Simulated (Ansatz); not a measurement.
**C3H4FN: small, medium and large basis sets**

The task here is to estimate one member of a computed series from the others.

Program: Ansatz 0.2.0, Gaussian basis. Level of theory: one geometry, several basis sets. These are calculated values, not measurements.

Levels to be run: PBE0-D4/def2-SVP; ωB97M-V/def2-SVP; PBE0-D4/def2-QZVPP; ωB97M-V/def2-QZVPP; the functionals' def2-TZVPP values are taken from earlier runs.

## The geometry

The geometry comes from an earlier relaxation with PBE0-D4 in a triple-zeta def2 set; it is a stationary point, not always the lowest conformer.

SMILES `FC1C=NC1`, 9 atoms, charge 0, spin multiplicity 1.

Atoms are counted from 1 here; the program's logs count them from 0.

Bond lengths: F1–C2 1.370 Å, C2–C3 1.499 Å, C2–C5 1.541 Å, C2–H6 1.094 Å, C3–N4 1.280 Å, C3–H7 1.088 Å, N4–C5 1.489 Å, C5–H8 1.092 Å, C5–H9 1.090 Å. Angles: F1–C2–C3 118.3°, F1–C2–C5 117.5°, F1–C2–H6 108.2°, C3–C2–C5 81.7°, C3–C2–H6 114.6°, C5–C2–H6 114.8°, C2–C3–N4 98.2°, C2–C3–H7 134.6°, N4–C3–H7 127.0°, C3–N4–C5 91.5°, C2–C5–N4 88.0°, C2–C5–H8 118.0°, C2–C5–H9 113.3°, N4–C5–H8 114.1°, N4–C5–H9 111.8°, H8–C5–H9 110.1°.

Set-up of the first run:

in.yaml reads:

```yaml
crystal:
  periodic: [false, false, false]
  atoms:
    - {symbol: F, position_ang: [-1.528387, -0.184962, 1.115567]}
    - {symbol: C, position_ang: [-0.416927, 0.339754, 0.509268]}
    - {symbol: C, position_ang: [0.887512, -0.379999, 0.671887]}
    - {symbol: N, position_ang: [1.146097, -0.572273, -0.566564]}
    - {symbol: C, position_ang: [-0.176602, -0.020345, -0.969994]}
    - {symbol: H, position_ang: [-0.378383, 1.410212, 0.733167]}
    - {symbol: H, position_ang: [1.519071, -0.636007, 1.520464]}
    - {symbol: H, position_ang: [-0.118110, 0.796182, -1.692968]}
    - {symbol: H, position_ang: [-0.845771, -0.798761, -1.337927]}
basis:
  gaussian: {orbitals: def2-SVP}
hamiltonian: {xc: pbe0, dispersion: d4}
output: {orbitals: {seedname: orbitals}}
```

On the command line:

```bash
$ ansatz run in.yaml --threads 2 --pin off --events-out ev --progress --plain --max-ram 4352MiB
```

Among the steps run: PBE0-D4 in def2-SVP; ωB97M-V in def2-SVP; PBE0-D4 in def2-QZVPP; ωB97M-V in def2-QZVPP.

One of the session's tables, all rows but one given; the rest of the session is left out.

It belongs to the step «Functionals by basis». 

```
functional       basis  HOMO (eV)
   PBE0-D4    def2-SVP          ?
   PBE0-D4  def2-TZVPP      -7.87
   PBE0-D4  def2-QZVPP      -7.90
   ωB97M-V    def2-SVP     -10.10
   ωB97M-V  def2-TZVPP     -10.28
   ωB97M-V  def2-QZVPP     -10.31
```

Q: Estimate the row for PBE0-D4, def2-SVP from the others.

The run gave: HOMO (eV): -7.70. In the column «HOMO (eV)» it is the highest.
